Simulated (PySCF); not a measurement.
Some computed properties have been withheld. Give your best values.

Ammonium, NH₄ (charge +1).
Geometry (PBE0-D3(BJ)/def2-TZVP, Å), atoms numbered from 1 in this order:
```xyz
5
NH4 angstrom
N      0.0067   -0.0069   -0.0077
H      0.9212   -0.0298   -0.4668
H     -0.5420   -0.8203   -0.2992
H     -0.4867    0.8500   -0.2723
H      0.1342   -0.0275    1.0077
```

```csv
property,level,value
point group,PBE0-D3(BJ)/def2-TZVP,?
"rotational constants A, B, C",PBE0-D3(BJ)/def2-TZVP,"179.503, 179.485, 179.478 GHz"
HOMO energy,PBE0/pcSseg-2,?
LUMO energy,PBE0/pcSseg-2,-6.01 eV
1H chemical shifts (computed TMS as zero) by class,GIAO PBE0/pcSseg-2,5.01 (H2/H3/H4/H5) ppm
"isotropic shieldings of nuclei other than C and H, by class",GIAO PBE0/pcSseg-2,?
largest of the computed one-bond spin–spin couplings (means over like bonds),B3LYP/pcJ-2,15N–1H -80.9 (N1–H2 and 3 like it) Hz
```

The electronic properties come from PySCF, for the isolated species, density fitting. Geometry: PBE0-D3(BJ)/def2-TZVP; no solvent, vibrations or thermal averaging.

The HOMO energy?

-22.79 eV.

The point group?

Td.

Give the isotropic shieldings of nuclei other than C and H, by class.

236 (N1) ppm.

The rotational constants are those of a spherical top; the small spread among constants that symmetry makes equal is optimisation noise. With B = h/(8π²I), that is 505.379 GHz u Å² over I, the principal moments of inertia are 2.82, 2.82 and 2.82 u Å² (most abundant isotopes); the inertial defect Ic − Ia − Ib is -2.8 u Å² (zero for a rigid planar frame, negative otherwise).
